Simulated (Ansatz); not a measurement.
A made-up structure of CH$_{3}$BSi, closed shell:

```
6
angstrom
B -0.8512 -0.6447 -0.4702
C 0.5495 0.2231 -0.6636
Si 0.0516 0.2750 1.2102
H -1.8080 -1.3756 -1.0298
H 1.2896 0.5196 -1.5771
H 0.7684 1.0025 2.5304
```

It is relaxed with PBE-D4/def2-SVP and then PBE0-D4/def2-TZVP (Ansatz 0.2.0). Atoms count as bonded within 1.22 times the sum of their covalent radii (H–H: 0.88 Å). The end point is not checked to be a true minimum.

Does its bonding change? (Judge from chemistry; the calculation decides.)

By the calculation: No: no bond forms or breaks.

Where it ends: The first stage lowers the energy by 1.29 eV in 4 steps. It ends as CH₃BSi ([BH]1[CH][SiH]1):
```tsv
atom	x (Å)	y (Å)	z (Å)
B1	-0.7599	-0.5755	-0.4194
C2	0.4906	0.1991	-0.5928
Si3	0.0467	0.2459	1.0803
H4	-1.6142	-1.2281	-0.9193
H5	1.1512	0.4636	-1.4087
H6	0.6857	0.8950	2.2599
```

Labels in which every atom is bracketed show which atoms are joined, not bond orders.

For scale, one of the runs: PBE0-D4/def2-TZVP relaxation, 117 basis functions, launched by `ansatz run in.yaml --threads 2 --pin off --events-out ev --progress --plain --max-ram 4352MiB`. Hardware: 2 CPU threads of an Arm Neoverse V1, shared host. Wall time about 13 s.
